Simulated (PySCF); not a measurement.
# Which determinant of AlSi lies lowest?

Unrestricted PBE0; PySCF, no relativity, basis sets Al aug-pcseg-1, Si aug-pcseg-1. Outer shells of the fragments: Al 3s2 3p1; Si 3s2 3p2.

Followed along the bond (rough minima from three points):

```csv
2Ms+1,unpaired,⟨S²⟩ at the start,R at minimum (Å),Te (eV)
4,"σ ↑, π ↑↑",3.75,2.43,0.00
2,"σ ↓, π ↑↑",1.78,2.41,0.26
2,"σ ↑, π ↑↓",1.77,2.43,0.36
2,σ ↑,0.76,2.44,1.06
2,π ↑,0.79,2.27,1.07
```

Solutions found at the starting distance of 2.310 Å, counted from the lowest of them; the search is not exhaustive and high or unbound solutions are not listed, so other states can lie among these:

| 2Ms+1 | unpaired | term | E (eV) | ⟨S²⟩ | ⟨Lz²⟩ | μ (D) |
| --- | --- | --- | --- | --- | --- | --- |
| 4 | σ ↑, π ↑↑ | ⁴Σ⁻ | 0.00 | 3.75 | 0.00 | -1.25 |
| 2 | σ ↓, π ↑↑ | mixed | 0.24 | 1.78 | 0.00 | -1.40 |
| 2 | σ ↑, π ↑↓ | mixed | 0.36 | 1.77 | 2.01 | -1.26 |
| 2 | π ↑ | ²Π | 1.03 | 0.79 | 1.01 | -2.10 |
| 2 | σ ↑ | mixed | 1.08 | 0.76 | 2.00 | -1.05 |
| 2 | π ↑ | ²Π | 1.34 | 0.75 | 1.00 | 0.64 |

A term symbol is given only where ⟨S²⟩ and ⟨Lz²⟩ are close to those of a pure state; real π, δ and φ orbitals otherwise mix terms. A positive dipole means Al(−)Si(+).
